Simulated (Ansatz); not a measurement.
# BH2NaS: one structure at several levels

One table from this session's results is given with a row withheld; the runs are named, their logs left out.

Program: Ansatz 0.2.0, Gaussian basis. Level of theory: single points in def2-TZVPP. These are calculated values, not measurements.

Cores are frozen in the correlated methods. The outer core shell of Li, Na, Mg and K is correlated.

## Where the work starts

SMILES `B[S][Na]`, 5 atoms, charge 0, spin multiplicity 1.

Atoms are counted from 1 here; the program's logs count them from 0.

Bond lengths: B1–S2 1.788 Å, B1–H4 1.299 Å, B1–H5 1.135 Å, S2–Na3 2.477 Å. Angles: S2–B1–H4 119.0°, S2–B1–H5 126.2°, H4–B1–H5 114.0°, B1–S2–Na3 118.9°.

As a file:

```
B     0.2430    0.4423   -0.6387
S     0.5207   -0.9465    0.4533
Na   -1.0445   -1.3219    2.3360
H     1.0455    0.6225   -1.6439
H    -0.6777    1.1062   -0.6591
```

The first run:

run/in.yaml

```yaml
crystal:
  periodic: [false, false, false]
  atoms:
    - {symbol: B, position_ang: [0.243000, 0.442300, -0.638700]}
    - {symbol: S, position_ang: [0.520700, -0.946500, 0.453300]}
    - {symbol: Na, position_ang: [-1.044500, -1.321900, 2.336000]}
    - {symbol: H, position_ang: [1.045500, 0.622500, -1.643900]}
    - {symbol: H, position_ang: [-0.677700, 1.106200, -0.659100]}
basis:
  gaussian: {orbitals: def2-TZVPP}
correlation: {method: ccsd_t}
output: {forces: true}
```

No record of the launch command was kept for these runs.

Among the steps run: CCSD(T)/def2-TZVPP; PBE0-D4/def2-TZVPP; wB97M-V/def2-TZVPP; r2SCAN-D4/def2-TZVPP; PBE-D4/def2-TZVPP; B97M-V/def2-TZVPP; SPW92/def2-TZVPP.

One of the session's tables, all rows but one given; the rest of the session is left out.

| method | RMS force component (eV/Å) | angle to CCSD(T) forces (°) | dipole (D) |
| --- | --- | --- | --- |
| CCSD(T) | 1.014 | reference | 9.94 |
| PBE0-D4 | ? | ? | ? |
| wB97M-V | 1.007 | 4.1 | 9.64 |
| r2SCAN-D4 | 1.011 | 3.2 | 9.70 |
| PBE-D4 | 0.988 | 5.3 | 9.03 |
| B97M-V | 0.985 | 7.5 | 9.54 |
| SPW92 | 1.032 | 11.3 | 9.08 |

Q: Estimate the row for PBE0-D4 from the others.

As computed: RMS force component (eV/Å): 1.024; angle to CCSD(T) forces (°): 4.7; dipole (D): 9.51. In the column «RMS force component (eV/Å)» it lies between CCSD(T) (1.014) and SPW92 (1.032).
